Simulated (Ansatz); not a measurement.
Process, species as SMILES: ClO (OH-Cl) → Cl atom + H atom + O atom
B3LYP-D3(BJ)/def2-TZVP geometries, fixed; electronic energies without zero-point terms.

Basis-set convergence of the atomisation energy at wB97M-V with Ansatz (a program for electronic structure). Cartesian d functions, on some or all atoms, in 6-31G**; all else is spherical. The program fits the integrals of some runs and decomposes those of others, by size. Open shells are unrestricted. The functional holds VV10 correlation; no added dispersion term, no relativity. Functions are those of the species that has most. Reference: the value in pcseg-4, 167.17 kcal/mol, itself unsure by roughly 0.12 kcal/mol (its mean distance from aug-pcseg-3, aug-cc-pV(Q+d)Z, cc-pV(5+d)Z). Deviations are taken from unrounded values.

```json
[
 {"basis": "3-21G", "functions": "24", "atomisation energy (kcal/mol)": "139.20", "minus reference (kcal/mol)": "-27.97"},
 {"basis": "pcseg-0", "functions": "24", "atomisation energy (kcal/mol)": "131.13", "minus reference (kcal/mol)": "-36.04"},
 {"basis": "6-31G**", "functions": "39", "atomisation energy (kcal/mol)": "162.76", "minus reference (kcal/mol)": "-4.42"},
 {"basis": "def2-SVPD", "functions": "58", "atomisation energy (kcal/mol)": "163.34", "minus reference (kcal/mol)": "-3.83"},
 {"basis": "6-311++G(2d,2p)", "functions": "72", "atomisation energy (kcal/mol)": "163.56", "minus reference (kcal/mol)": "-3.61"},
 {"basis": "cc-pV(T+d)Z", "functions": "83", "atomisation energy (kcal/mol)": "166.05", "minus reference (kcal/mol)": "-1.13"},
 {"basis": "def2-TZVPP", "functions": "87", "atomisation energy (kcal/mol)": "166.33", "minus reference (kcal/mol)": "-0.84"},
 {"basis": "6-311++G(3df,3pd)", "functions": "104", "atomisation energy (kcal/mol)": "167.18", "minus reference (kcal/mol)": "0.01"},
 {"basis": "aug-cc-pV(T+d)Z", "functions": "124", "atomisation energy (kcal/mol)": "166.41", "minus reference (kcal/mol)": "-0.76"},
 {"basis": "def2-QZVPP", "functions": "157", "atomisation energy (kcal/mol)": "166.72", "minus reference (kcal/mol)": "-0.45"},
 {"basis": "def2-QZVPPD", "functions": "178", "atomisation energy (kcal/mol)": "166.84", "minus reference (kcal/mol)": "-0.33"},
 {"basis": "aug-cc-pV(Q+d)Z", "functions": "215", "atomisation energy (kcal/mol)": "166.98", "minus reference (kcal/mol)": "-0.19"},
 {"basis": "pcseg-4", "functions": "267", "atomisation energy (kcal/mol)": "167.17", "minus reference (kcal/mol)": "0.00"}
]
```
